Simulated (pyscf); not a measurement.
Thermochemistry of product channels of H₂C=NH (SMILES C=N) + H• (SMILES [H]) on the doublet surface, in eV, from ωB97M-D3(BJ)/def2-TZVP energies (ideal gas, 1 atm, RRHO with modes under 100 cm⁻¹ raised to 100, one conformer, R ln 2 for rigid chiral ones). Optimised with ωB97X-D3(BJ)/def2-SVP in PySCF.

```tsv
products	ΔE	ΔH(298 K)	ΔG(298 K)	ΔG(900 K)
CH₂ (SMILES [CH2]) [triplet] + NH₂• (SMILES [NH2])	+2.90	+2.83	+2.68	+2.37
H₂C=N• (SMILES C=[N]) + H₂ (SMILES [H][H])	-0.59	-0.70	-0.74	-0.84
```

These are energies of the channels, which say nothing of barriers.
